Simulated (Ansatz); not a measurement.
Species: Cl, SMILES `[Cl]` (charge 0, multiplicity 2), formula Cl.

Problem. How many basis functions does frozen-core CCSD(T)/def2-TZVPP in Ansatz (a first-principles code) use, how many core orbitals are frozen, and how many electrons are correlated?

Solution. 42 basis functions and 5 frozen orbitals, which leaves 7 correlated electrons. Core time is of the order of seconds.
